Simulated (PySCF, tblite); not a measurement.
Isomers of C3H5N3. Computed values, GFN2-xTB/tblite, gas phase, harmonic and unscaled. This tight-binding method is rough: wavenumbers can miss measured ones by several per cent, in bad cases by 10 to 20. One conformer each.

Electronic energies: PBE0-D3(BJ)/def2-SVP at its own geometries (PySCF, gas phase).

| SMILES | electronic energy, lowest = 0 (kcal/mol) |
| --- | --- |
| Cn1ccnn1 | 17.8 |
| Cn1cncn1 | 0.0 |
| Cn1cnnc1 | 9.9 |
| Nc1cn[nH]c1 | 5.7 |

Task: How do GFN2-xTB zero-point energies change the relative energies?

Result: 
| SMILES | ZPE (kcal/mol) | of it from modes above 1550 cm⁻¹ | electronic (kcal/mol) | with ZPE, lowest = 0 (kcal/mol) | lowest mode (cm⁻¹) | rings |
| --- | --- | --- | --- | --- | --- | --- |
| Cn1cncn1 | 53.3 | 22.0 | 0.0 | 0.0 | 7 | 1 |
| Nc1cn[nH]c1 | 53.4 | 26.2 | 5.7 | 5.9 | 260 | 1 |
| Cn1cnnc1 | 53.1 | 22.0 | 9.9 | 9.7 | 11i | 1 |
| Cn1ccnn1 | 53.0 | 22.0 | 17.8 | 17.5 | 84 | 1 |

The zero-point energies span 0.4 kcal/mol, from `Cn1ccnn1` to `Nc1cn[nH]c1`. Slightly imaginary modes are left out of the zero-point energy: `Cn1cnnc1` 10.6i cm⁻¹. The order is unchanged.

Task: And how do the electronic energies of GFN2-xTB itself compare?

Result: `Cn1cncn1` 0.0; `Nc1cn[nH]c1` 16.6; `Cn1cnnc1` 4.9; `Cn1ccnn1` 16.3 kcal/mol, lowest = 0. Against the energies above, taken from the same isomer `Cn1cncn1`, the largest difference is 10.9 kcal/mol. The two levels were optimised apart and needn't hold the same conformer.
